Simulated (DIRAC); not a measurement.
**P2 at HF/dyall-v2z (X2C-SO, amfi charge 0, uncontracted yes)**

We compute a point of an energy scan of P2. 

The results are computed with DIRAC 26.1 (patched).

9 further runs of the same task are left out: 9 set aside as unsound or not needed.

### Step 1. The molecule

P2 has 2 atoms, charge 0, and is taken as a singlet.

Bond lengths: P1–P2 1.887 Å.

### Step 2. A point of an energy scan at HF/dyall-v2z (X2C-SO, amfi charge 0, uncontracted yes)

P2.mol reads:

```
DIRAC
P2
dyall-v2z
C   1              
       15.    2
P1        0.00000000      0.00000000      0.00000000
P2        0.00000000      0.00000000      3.56682027
LARGE BASIS dyall.v2z
FINISH
```

calc.inp reads:

```
**DIRAC
.TITLE
 P2 X2C-SO HF
.WAVE FUNCTION
**HAMILTONIAN
.X2C
**INTEGRALS
*READIN
.UNCONTRACT
**WAVE FUNCTION
.SCF
**END OF INPUT
```

Run with:

```bash
pam --inp=calc.inp --mol=P2.mol --noarch --mw=122 --aw=276
```

Log:

```text
[...]
It.    1    -333.3124535173      0.00D+00  0.00D+00  0.00D+00               0.01099400s   Atom. scrpot
[...]
It.   12    -683.0987593773      3.87D-12 -4.52D-07  7.02D-08   DIIS   9    0.02700000s   LL
[...]
* Convergence after   12 iterations.
[...]
                                   TOTAL ENERGY
                                   ------------
   Charge of molecule : 0
   Electronic energy                        :    -746.18015484104421
   Other contributions to the total energy
   Nuclear repulsion energy                 :      63.08139546375293
[...]
   Total energy                             :    -683.09875937729134
[...]
  * Closed shell, f = 1.0000
   -80.19716722245  ( 2)       -7.55628127421  ( 2)       -5.43364917512  ( 2)       -5.39915611427  ( 2)       -0.91049356164  ( 2)
    -0.40655873424  ( 2)
  * Virtual eigenvalues, f = 0.0000
     0.02646028970  ( 2)        0.36992334476  ( 2)        0.50173373637  ( 2)        0.60808238112  ( 2)        0.94500710774  ( 2)
[...]
  * Closed shell, f = 1.0000
    -5.39751463936  ( 2)
  * Virtual eigenvalues, f = 0.0000
     0.02755402504  ( 2)        0.59358218464  ( 2)        0.60986804114  ( 2)        1.02292853804  ( 2)        3.90997532885  ( 2)
    16.81687885108  ( 2)       59.97841705087  ( 2)      216.76724786930  ( 2)      944.74893430367  ( 2)
[...]
  * Closed shell, f = 1.0000
   -80.19716338051  ( 2)       -7.55563400798  ( 2)       -5.43301498868  ( 2)       -5.39772454574  ( 2)       -0.60912522637  ( 2)
    -0.37234976443  ( 2)
  * Virtual eigenvalues, f = 0.0000
     0.20848358831  ( 2)        0.47037751981  ( 2)        0.55765459966  ( 2)        0.61372797301  ( 2)        0.75177764590  ( 2)
[...]
  * Closed shell, f = 1.0000
    -5.39779088839  ( 2)       -0.37106687500  ( 2)
  * Virtual eigenvalues, f = 0.0000
     0.47094108664  ( 2)        0.61477977769  ( 2)        0.76085519442  ( 2)        3.79599462642  ( 2)       16.74519056363  ( 2)
    59.92324769627  ( 2)      216.72578753251  ( 2)      944.72201141004  ( 2)
[...]
* HOMO - LUMO gap:
    E(LUMO) :     0.02646029 au (symmetry E1g)
  - E(HOMO) :    -0.37106688 au (symmetry E1u)
  ------------------------------------------
    gap     :     0.39752716 au
[...]
```

Run time: 0.64 s. Hardware: 1 thread of Arm Neoverse V1, shared host.

### Step 3. Results

Level: HF/dyall-v2z (X2C-SO, amfi charge 0, uncontracted yes).

| quantity | value |
| --- | --- |
| total energy | -683.09876 Eh |
| HOMO energy | -10.10 eV |
| LUMO energy | 0.72 eV |
| HOMO–LUMO gap | 10.82 eV |
